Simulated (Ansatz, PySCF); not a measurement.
tert-butyl cation (C4H9), SMILES C[C+](C)C, charge +1.

Coordinates come from a PBE-D3(BJ)/def2-SVP optimisation. A frequency run showed that this geometry is not a minimum.

Vertical ionisation energy (IE) and electron affinity (EA) in eV. Rows of orbital energies are one-electron estimates. Where ΔSCF, EOM or ADC give a negative EA the extra electron is unbound and the value depends on the basis.

```tsv
level	IE	EA
−ε(HOMO), −ε(LUMO), M06-2X/def2-TZVP (PySCF)	17.54	7.56
−ε(HOMO), −ε(LUMO), PBE/def2-TZVP (PySCF)	14.67	9.55
ΔSCF, PBE0/def2-SVPD (Ansatz), final states of multiplicity 2 and 2	___	___
ΔSCF, PBE/def2-SVPD (Ansatz), final states of multiplicity 2 and 2	17.93	6.45
```

Problem. Complete the blanks. (The exact figures need the calculation; the answer reports its results.)

Solution. 
- ΔSCF, PBE0/def2-SVPD (Ansatz, an electronic-structure program), final states of multiplicity 2 and 2, IE: 18.45
- ΔSCF, PBE0/def2-SVPD (Ansatz), final states of multiplicity 2 and 2, EA: 6.59

Problem. What vertical singlet–triplet gap does ΔSCF give with PBE0/def2-SVPD (Ansatz) and with PBE/def2-SVPD (Ansatz)? (The exact figures need the calculation; the answer reports its results.)

Solution. 5.16 and 4.92 eV (triplet above singlet where positive).
